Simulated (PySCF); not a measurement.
What an electron can do to BO

CCSD(T) in PySCF with def2-TZVPPD on every atom, for the lowest determinant that a PBE0 search found; no spin–orbit coupling.

| species | state (unpaired electrons) | Re (Å) | ωe (cm⁻¹) | energy of the minimum from the neutral (eV) | De (eV) | dissociates to |
| --- | --- | --- | --- | --- | --- | --- |
| BO | doublet (σ ↑) | 1.213 | 1868 | 0.00 | 8.11 | B + O |
| BO⁺ | singlet (closed shell) | 1.214 | 1769 | 12.95 | 3.37 | B⁺ + O |

**Question.** Work out the lowest energy to break BO into atoms, from its vibrational ground state.

**Answer.** D0 = De − ωe/2 = 8.11 − 0.12 = 7.99 eV (CCSD(T)/def2-TZVPPD).

**Question.** Work out the ionisation energy of the B atom at this level and the threshold of dissociative ionisation.

**Answer.** IE(B) = 12.95 + 3.37 − 8.11 = 8.21 eV, so B⁺ + O + e⁻ appears at D0 + IE(B) = 16.20 eV (CCSD(T)/def2-TZVPPD). The measured IE(B) is 8.298 eV (NIST ASD).

These are thermodynamic thresholds; the onsets seen under electron impact lie higher where the geometry changes, and cross-sections peak well above them.

Correlated steps freeze 2 core orbitals. For an ion De counts to the pair picked by the measured ionisation energies or electron affinities, which need not be the lowest pair at this level. Where the molecule has an RHF reference, its open-shell atoms are computed with UHF. The CCSD T1 diagnostic is raised in BO⁺, a sign that a single reference may not be enough there. States were picked by a PBE0 search and need not be the measured ground states.
